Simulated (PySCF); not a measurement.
Breaking a bond: Li2, singlet.

Computed with CCSD(T) on UHF/6-31G run with PySCF.

Q: Relative to R = 2.74 Å, what are the energies at R = 2.06, 6.79, 7.42, 8.31 Å?

A: 12.9 kcal/mol at 2.06 Å, 18.9 kcal/mol at 6.79 Å, 19.1 kcal/mol at 7.42 Å, 19.2 kcal/mol at 8.31 Å.

The unrestricted determinant behind UCCSD(T) is spin-contaminated at 2.06 to 8.31 Å (<S²> up to 1.0, against 0.00 for a pure singlet).
